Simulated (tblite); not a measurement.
`Oc1nncs1`. Structure optimised with GFN2-xTB, isolated species.

```
atom  x, y, z in Å
O1     2.1132   -0.2262    0.4734
C2     0.7990   -0.2131    0.3793
N3     0.0898   -1.2318    0.0602
N4    -1.2116   -0.9886    0.0282
C5    -1.5328    0.2110    0.3182
S6    -0.1779    1.2439    0.6883
H7     2.4675    0.6361    0.7230
H8    -2.5381    0.5780    0.3398
```

(1) What is the longest distance between nuclei?

(2) How far apart are these pairs, which share no bond: O1···N3, O1···S6, C2···C5, N4···H8?

(3) How far are the heavy atoms from their best plane (unweighted least squares)?

(4) What is the repulsion energy of the bare nuclei, Σ ZA·ZB/RAB?

(5) Give the dihedral angles H7–O1–C2–S6, O1–C2–S6–C5, C2–N3–N4–C5, O1–C2–N3–N4, H8–C5–S6–C2, H7–O1–C2–N3.

(6) Where is the centre of mass (commonest isotopes), and what is the radius of gyration?

Answers

(1) H7···H8, 5.02 Å; the next longest distance is 4.72 Å.

(2) O1···N3 2.297 Å (2 bonds apart); O1···S6 2.731 Å (2 bonds apart); C2···C5 2.371 Å (2 bonds apart); N4···H8 2.076 Å (2 bonds apart).

(3) 0.000 Å rms; none is more than 0.001 Å off.

(4) 282.56 Eh over 28 pairs, with full nuclear charges and distances in bohr; the largest single term is 29.14 Eh (C5 with S6).

(5) H7–O1–C2–S6 0° (synperiplanar); O1–C2–S6–C5 180° (antiperiplanar); C2–N3–N4–C5 0° (synperiplanar); O1–C2–N3–N4 180° (antiperiplanar); H8–C5–S6–C2 180° (antiperiplanar); H7–O1–C2–N3 180° (antiperiplanar). Dihedral signs follow IUPAC: positive where, seen along the central bond, the front bond turns clockwise onto the rear one.

(6) Mass 101.989 u; centre at (0.035, 0.061, 0.395) Å; Rg = √(Σ m r²/M) = 1.517 Å. As Ia + Ib + Ic = 2 Σ m r², the three principal moments sum to 469.2 u·Å².

Its GFN2-xTB frequencies are all real (lowest 260 cm⁻¹). One conformer, not necessarily the lowest.

The numbers are calculated, not measured.
